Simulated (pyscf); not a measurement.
5 gas-phase steps of one pattern: atom transfer on the doublet surface, B–Cl or Cl–Ga or Cl–In broken and Cl–H formed. Single points on ωB97X-D3(BJ)/def2-SVP structures (PySCF, gas phase). Electronic energies in kcal/mol, from the separated reactants; ΔE‡ at ωB97M-D3(BJ)/def2-TZVP, beside the barrier at PBE/def2-TZVP on the same structures. Rows were drawn at random from the steps of this pattern with a verified saddle, stable references and no exit in the data more than 5 kcal/mol lower.

```
row                                       step  ΔE‡(PBE)   ΔE‡
---  -----------------------------------------  --------  ----
1       Cl–In(Cl)–Cl + H• -> HCl + [Cl–In–Cl]•      -1.1   8.8
2       HO–Ga(Cl)–Cl + H• -> [HO–Ga–Cl]• + HCl       3.6     ?
3     H₂N–Ga(Cl)–Cl + H• -> [H₂N–Ga–Cl]• + HCl       5.2  15.4
4    H₃C–Ga(CH₃)–Cl + H• → [H₃C–Ga–CH₃]• + HCl       7.6  18.3
5      H₂N–B(NH₂)–Cl + H• → [H₂N–B–NH₂]• + HCl      19.8  29.7
```

Task: From a straight line through the complete rows, estimate the missing barrier and say how far the line can be trusted.

Result: Over the 4 complete rows the means are +7.9 (ΔE‡(PBE)) and 18.1 (ΔE‡); least squares gives b = 1.00 and a = 10.2 kcal/mol, with residuals of 0.3 kcal/mol (root mean square; largest 0.5, row 4). For row 2: 10.2 + 1.00 × (+3.6) = 13.8 kcal/mol. The computed barrier is 14.2 kcal/mol, 0.4 over the line. The line follows the complete rows closely. Each barrier is that of the saddle found. Elements up to Kr have no core potential and no relativistic terms here. Elements past Kr carry the def2 core potentials, without spin-orbit coupling.
